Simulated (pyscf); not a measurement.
**Four-centre exchange: H₂N–Zr(Cl)(Cl)–Cl + water (H₂O) → H₂N–Zr(OH)(Cl)–Cl + hydrogen chloride (HCl)**

Gas phase, singlet surface, charge 0. Bonds broken: Zr2–Cl3, O8–H9. Bonds formed: Zr2–O8, Cl3–H9. Structures and frequencies: ωB97X-D3(BJ)/def2-SVP in PySCF.

Transition state (Å):

```xyz
10

N     -0.5521     1.6041     0.9207
Zr    -1.7993     0.1703     0.3071
Cl    -3.0667    -1.8230    -1.2095
Cl    -3.7715     1.4475     0.2392
Cl    -1.3725    -1.4036     1.9993
H      0.2811     1.4570     1.4891
H     -0.6940     2.6047     0.7884
O     -0.9464    -0.2473    -1.5034
H     -1.8939    -1.1854    -1.7477
H     -0.1992     0.0507    -2.0316
```

One imaginary mode, 510i cm⁻¹; descent along it reached the two sides named, in the forms told below.

| bond | change | reactant side (Å) | saddle | product side |
|---|---|---|---|---|
| Zr2–Cl3 | breaks | 2.389 | 2.8 | 3.0 |
| O8–H9 | breaks | 0.969 | 1.356 | 1.863 |
| Zr2–O8 | forms | 2.365 | 2.044 | 1.971 |
| Cl3–H9 | forms | 3.7 | 1.439 | 1.307 |

Electronic energies relative to the separated reactants (kJ/mol):

```tsv
level	barrier	reaction energy	reverse barrier
ωB97X-D3(BJ)/def2-TZVP	20.5	+31.8	-11.3
PBE/def2-TZVP	18.9	+22.2	-3.4
r²SCAN/def2-TZVP	14.4	+23.3	-8.9
B3LYP-D3(BJ)/def2-TZVP	21.0	+22.9	-1.9
PBE0-D3(BJ)/def2-TZVP	19.3	+26.7	-7.4
M06-2X/def2-TZVP	17.2	+24.3	-7.0
ωB97M-D3(BJ)/def2-TZVP	23.2	+17.5	5.7
HF/def2-TZVP	77.0	+19.9	57.1
```

With ωB97M-D3(BJ)/def2-TZVP energies and thermal terms (ideal gas, 1 atm, RRHO with modes under 100 cm⁻¹ raised to 100, one conformer, R ln 2 for chiral ones without a mode under 150 cm⁻¹), in kJ/mol:

```tsv
T (K)	ΔH‡	ΔG‡	ΔH	ΔG
298	12.8	60.3	+9.8	+11.5
600	14.3	108.1	+12.0	+12.5
900	17.8	154.3	+14.2	+12.2
1200	21.7	199.2	+16.4	+11.3
```

On the reactant side the descent ends in an adduct with a O–Zr contact (not fully relaxed), 85.3 kJ/mol under the separated species and 105.8 kJ/mol under the saddle at ωB97X-D3(BJ)/def2-TZVP. On the product side the descent ends in an adduct with a Cl–Zr contact, 22.1 kJ/mol under the separated species and 10.8 kJ/mol under the saddle at ωB97X-D3(BJ)/def2-TZVP. At ωB97X-D3(BJ)/def2-TZVP, PBE, r²SCAN, B3LYP-D3(BJ), PBE0-D3(BJ), M06-2X the saddle lies under the separated products, which points to a path from their complex (located at ωB97X-D3(BJ) alone), and parting the products costs more than the saddle. What is counted as formed (O–Zr) is already present as a longer contact in the reactant adduct; forming that adduct is a step of its own. What is counted as broken (Cl–Zr) persists as a longer contact in the product adduct; parting that adduct is a step of its own. The same reactants have a lower exit, to HO–Zr(Cl)(Cl)–Cl + NH₃ (barrier -28.0 kJ/mol at ωB97M-D3(BJ)/def2-TZVP, against +23.2 kJ/mol here). One saddle was located; it need not be the lowest between these sides. Elements past Kr carry the def2 core potentials, without spin-orbit coupling.
